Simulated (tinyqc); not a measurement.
Inside a calculation. Method: ROHF in the sto-3g basis, for H2O, spin multiplicity 3. One step of it, computed by the program tinyqc.

Problem. Iteration 17 (converged): orbitals. Diagonalise F' = X^T F X, C = X C', fill 6 alpha and 4 beta electrons from the bottom; D(s) = C_occ C_occ^T. Each column has its largest component positive (the first on a tie).

converged F (hartree):
```
             1O 1s      1O 2s     1O 2px     1O 2py     1O 2pz      2H 1s      3H 1s
1O 1s   -20.388040  -5.190077   0.000000   0.000001  -0.006688  -0.936028  -0.936027
1O 2s    -5.190077  -2.488262   0.000001   0.000001  -0.042817  -0.873976  -0.873977
1O 2px    0.000000   0.000001  -0.166943   0.000000  -0.000005  -0.000001  -0.000002
1O 2py    0.000001   0.000001   0.000000  -0.395233  -0.000004  -0.349494   0.349501
1O 2pz   -0.006688  -0.042817  -0.000005  -0.000004  -0.467703  -0.316449  -0.316452
2H 1s    -0.936028  -0.873976  -0.000001  -0.349494  -0.316449  -0.480828  -0.384957
3H 1s    -0.936027  -0.873977  -0.000002   0.349501  -0.316452  -0.384957  -0.480832
```

X:
```
            1O 1s      1O 2s    1O 2px     1O 2py     1O 2pz      2H 1s      3H 1s
1O 1s    1.023735  -0.137994  0.000000   0.000000  -0.008814   0.019383   0.019383
1O 2s   -0.137994   1.172954  0.000000   0.000000   0.087352  -0.234080  -0.234080
1O 2px   0.000000   0.000000  1.000000   0.000000   0.000000   0.000000   0.000000
1O 2py   0.000000   0.000000  0.000000   1.072411   0.000000  -0.178566   0.178566
1O 2pz  -0.008814   0.087352  0.000000   0.000000   1.050523  -0.135885  -0.135885
2H 1s    0.019383  -0.234080  0.000000  -0.178566  -0.135885   1.149010  -0.084892
3H 1s    0.019383  -0.234080  0.000000   0.178566  -0.135885  -0.084892   1.149010
```

Give: F' = X^T F X; orbital energies; coefficients C; D(alpha) after iteration 17; D(beta) after iteration 17.

Solution.

F' = X^T F X (hartree):
```
          1        2        3        4        5        6        7
1  -20.0137  -2.6845   0.0000   0.0000  -0.0372  -0.1252  -0.1252
2   -2.6845  -1.3738   0.0000   0.0000   0.1249  -0.4094  -0.4094
3    0.0000   0.0000  -0.1669   0.0000   0.0000   0.0000   0.0000
4    0.0000   0.0000   0.0000  -0.1929   0.0000  -0.3879   0.3880
5   -0.0372   0.1249   0.0000   0.0000  -0.3507  -0.2509  -0.2509
6   -0.1252  -0.4094   0.0000  -0.3879  -0.2509  -0.0417  -0.1785
7   -0.1252  -0.4094   0.0000   0.3880  -0.2509  -0.1785  -0.0417
```

orbital energies (hartree): MO1 -20.3959, MO2 -1.2811, MO3 -0.6009, MO4 -0.5680, MO5 -0.1669, MO6 0.2866, MO7 0.5448

coefficients C:
```
            MO1      MO2      MO3      MO4     MO5      MO6      MO7
1O 1s    0.9946  -0.2399   0.0000   0.0774  0.0000  -0.1234   0.0000
1O 2s    0.0236   0.8867   0.0000  -0.4014  0.0000   0.7511   0.0000
1O 2px   0.0000   0.0000   0.0000   0.0000  1.0000   0.0000   0.0000
1O 2py   0.0000   0.0000   0.7099   0.0000  0.0000   0.0000   0.8426
1O 2pz   0.0023   0.0475   0.0000   0.7970  0.0000   0.7147   0.0000
2H 1s   -0.0042   0.1416   0.3774   0.2687  0.0000  -0.7400  -0.8067
3H 1s   -0.0042   0.1416  -0.3774   0.2687  0.0000  -0.7399   0.8067
```

D(alpha) after iteration 17:
```
          1O 1s    1O 2s  1O 2px   1O 2py   1O 2pz    2H 1s    3H 1s
1O 1s    1.0679  -0.3130  0.0000   0.0000  -0.0356   0.0740   0.0740
1O 2s   -0.3130   1.5121  0.0000   0.0000   0.2591  -0.5382  -0.5382
1O 2px   0.0000   0.0000  1.0000   0.0000   0.0000   0.0000   0.0000
1O 2py   0.0000   0.0000  0.0000   0.5039   0.0000   0.2679  -0.2679
1O 2pz  -0.0356   0.2591  0.0000   0.0000   1.1482  -0.3080  -0.3080
2H 1s    0.0740  -0.5382  0.0000   0.2679  -0.3080   0.7822   0.4974
3H 1s    0.0740  -0.5382  0.0000  -0.2679  -0.3080   0.4974   0.7822
```

D(beta) after iteration 17:
```
          1O 1s    1O 2s  1O 2px   1O 2py   1O 2pz    2H 1s    3H 1s
1O 1s    1.0527  -0.2203  0.0000   0.0000   0.0526  -0.0173  -0.0173
1O 2s   -0.2203   0.9479  0.0000   0.0000  -0.2777   0.0176   0.0176
1O 2px   0.0000   0.0000  0.0000   0.0000   0.0000   0.0000   0.0000
1O 2py   0.0000   0.0000  0.0000   0.5039   0.0000   0.2679  -0.2679
1O 2pz   0.0526  -0.2777  0.0000   0.0000   0.6375   0.2209   0.2209
2H 1s   -0.0173   0.0176  0.0000   0.2679   0.2209   0.2346  -0.0501
3H 1s   -0.0173   0.0176  0.0000  -0.2679   0.2209  -0.0501   0.2347
```
